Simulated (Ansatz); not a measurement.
# C4H10FN: the cost of one run

All numbers below are computed with Ansatz 0.2.0 (RKS PBE0/def2-SVP).

**1. Starting point**

Bond lengths (14 of 15 bonds, heavy atoms first): C1–C2 1.520 Å, C2–C3 1.519 Å, C3–N4 1.520 Å, C2–C5 1.516 Å, C5–F6 1.383 Å, C1–H7 1.051 Å, C1–H8 1.151 Å, C1–H9 1.120 Å, C2–H10 1.097 Å, C3–H11 1.131 Å, C3–H12 1.061 Å, N4–H13 0.986 Å, N4–H14 0.927 Å, C5–H15 1.108 Å. Angles (14 of 27 angles, heavy atoms first): C1–C2–C3 110.1°, C1–C2–C5 112.0°, C3–C2–C5 109.7°, C2–C3–N4 111.5°, C2–C5–F6 109.5°, C1–C2–H10 109.1°, C3–C2–H10 108.4°, C5–C2–H10 107.4°, C2–C1–H7 114.4°, C2–C1–H8 107.3°, C2–C1–H9 107.9°, C2–C3–H11 110.6°, C2–C3–H12 113.6°, N4–C3–H11 104.7°.

Structure file:

```xyz
16

C    -0.5373   -0.4038   -1.4231
C     0.0724    0.3810   -0.2735
C     0.3116   -0.5338    0.9159
N     1.3135   -1.6276    0.5835
C    -0.8028    1.5455    0.1451
F    -0.1630    2.2736    1.1320
H     0.0882   -1.1500   -1.8184
H    -0.7553    0.3436   -2.2704
H    -1.5298   -0.7961   -1.0846
H     1.0374    0.7942   -0.5927
H     0.7846    0.0383    1.7692
H    -0.5787   -0.9436    1.3211
H     1.3779   -2.1630    1.4086
H     2.1150   -1.2521    0.3086
H    -1.7646    1.1995    0.5732
H    -0.9921    2.2717   -0.6502
```

**2. Relaxing end A**

The input, input.yaml:

```yaml
crystal:
  periodic: [false, false, false]
  atoms:
    - { symbol: C, position_ang: [-0.5373, -0.4038, -1.4231] }
    - { symbol: C, position_ang: [0.0724, 0.381, -0.2735] }
    - { symbol: C, position_ang: [0.3116, -0.5338, 0.9159] }
    - { symbol: "N", position_ang: [1.3135, -1.6276, 0.5835] }
    - { symbol: C, position_ang: [-0.8028, 1.5455, 0.1451] }
    - { symbol: F, position_ang: [-0.163, 2.2736, 1.132] }
    - { symbol: H, position_ang: [0.0882, -1.15, -1.8184] }
    - { symbol: H, position_ang: [-0.7553, 0.3436, -2.2704] }
    - { symbol: H, position_ang: [-1.5298, -0.7961, -1.0846] }
    - { symbol: H, position_ang: [1.0374, 0.7942, -0.5927] }
    - { symbol: H, position_ang: [0.7846, 0.0383, 1.7692] }
    - { symbol: H, position_ang: [-0.5787, -0.9436, 1.3211] }
    - { symbol: H, position_ang: [1.3779, -2.163, 1.4086] }
    - { symbol: H, position_ang: [2.115, -1.2521, 0.3086] }
    - { symbol: H, position_ang: [-1.7646, 1.1995, 0.5732] }
    - { symbol: H, position_ang: [-0.9921, 2.2717, -0.6502] }
basis:
  gaussian: { orbitals: def2-SVP }
hamiltonian:
  xc: pbe0
relax:
  f_tol: 0.015
  max_steps: 40
output:
  orbitals: {}
```

Launch:

```
$ ansatz run input.yaml --threads 2 --pin off --max-ram 3072MiB --backend cpu --events-out ev --progress --plain --runs-dir out
```

**Question.** How long does this run take on 2 threads of Arm Neoverse V1, shared host, and how much memory does it need?

About 42 s, with a peak of 0.36 GiB.
